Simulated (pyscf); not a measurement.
Thermochemistry of product channels of •HC=CH₂ (SMILES [CH]=C) on the doublet surface, in kcal/mol, from ωB97M-D3(BJ)/def2-TZVP energies (ideal gas, 1 atm, RRHO with modes under 100 cm⁻¹ raised to 100, one conformer, R ln 2 for rigid chiral ones). Optimised with ωB97X-D3(BJ)/def2-SVP in PySCF.

```csv
products,ΔE,ΔH(298 K),ΔG(298 K),ΔG(1200 K)
HC≡CH (SMILES C#C) + H• (SMILES [H]),+41.4,+36.9,+31.2,+11.2
•C≡CH (SMILES [C]#C) + H₂ (SMILES [H][H]),?,+69.8,+62.3,?
```

Task: Complete the blanks.

Result: 
- •C≡CH (SMILES [C]#C) + H₂ (SMILES [H][H]), ΔE: +75.1
- •C≡CH (SMILES [C]#C) + H₂ (SMILES [H][H]), ΔG(1200 K): +37.0

These are energies of the channels, which say nothing of barriers. C₂H has a Π state close over its Σ ground state, and the state reached was not checked.
